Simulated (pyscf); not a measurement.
F–SiH₂–F + H₂O → HF + HO–SiH₂–F (four-centre exchange; singlet surface; F–Si, H–O broken, F–H, O–Si formed). Single points on ωB97X-D3(BJ)/def2-SVP structures (PySCF, gas phase). MP2 and CC: frozen core, UHF for open shells. ΔMP2 is the change of the MP2 total energy from the triple- to the quadruple-zeta basis. Energies in kcal/mol from the separated reactants.

```
level                             barrier  reaction energy
--------------------------------  -------  ---------------
ωB97X-D3(BJ)/def2-TZVP               20.4             +9.0
PBE/def2-TZVP                        17.0             +9.4
PBE0-D3(BJ)/def2-TZVP                18.4             +8.7
M06-2X/def2-TZVP                     19.8             +8.8
ωB97M-D3(BJ)/def2-TZVP               20.4             +9.3
CCSD(T)/def2-TZVPP                      …             +9.0
CCSD(T)/def2-TZVPP + ΔMP2(QZVPP)        …                …
```

Some entries are withheld; supply them.


- CCSD(T)/def2-TZVPP, barrier: 23.6
- CCSD(T)/def2-TZVPP + ΔMP2(QZVPP), barrier: 23.9
- CCSD(T)/def2-TZVPP + ΔMP2(QZVPP), reaction energy: +9.2

On the reactant side the descent ends in a complex (not fully relaxed), 4.2 kcal/mol under the separated species and 24.7 kcal/mol under the saddle at ωB97X-D3(BJ)/def2-TZVP. On the product side the descent ends in a complex, 6.3 kcal/mol under the separated species and 17.7 kcal/mol under the saddle at ωB97X-D3(BJ)/def2-TZVP. This is the saddle that the search found; another between the same sides may lie lower. The CCSD(T) − MP2 part came from Ansatz, without density fitting, on the same reference.
